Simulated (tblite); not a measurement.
# AlH5S: the cost of one run

Programs: tblite 0.8.0 and PySCF 2.14.0. All values are calculated, for the isolated system unless a continuum is named. Atoms count from 0, parts from 1.

## 1. Starting point

7 atoms, charge 0, multiplicity 1; geometry: rigid parts in contact. Parts: 1 = atoms 0–3, `[AlH3]`, charge 0; 2 = atoms 4–6, `S`, charge 0.

## 2. Search for minima with GFN2-xTB

Job settings and geometry (Å):

```
{"job": {"kind": "dock", "xc": "GFN2-xTB", "basis": "xTB"}, "charge": 0, "multiplicity": 1, "parts": [{"atoms": "0-3", "charge": 0, "multiplicity": 1}, {"atoms": "4-6", "charge": 0, "multiplicity": 1}]}
Al    -0.000378     0.000844    -0.000406
H      0.060731     1.534770    -0.235621
H      1.232130    -0.745707     0.578119
H     -1.292483    -0.789906    -0.342092
S     -2.920954     0.420432     1.774397
H     -2.491418    -0.762053     1.352931
H     -1.974308     1.064791     1.104226
```

Level: GFN2-xTB search for minima from random contacts, gas phase.

Run with:

```bash
OMP_NUM_THREADS=1 python cluster_run.py task.json out
```

One launch serves the whole session: the jobs run in the order shown.

Q: Estimate the wall time of this first job on 1 thread of Arm Neoverse V1, shared host.

About 2.5 s.
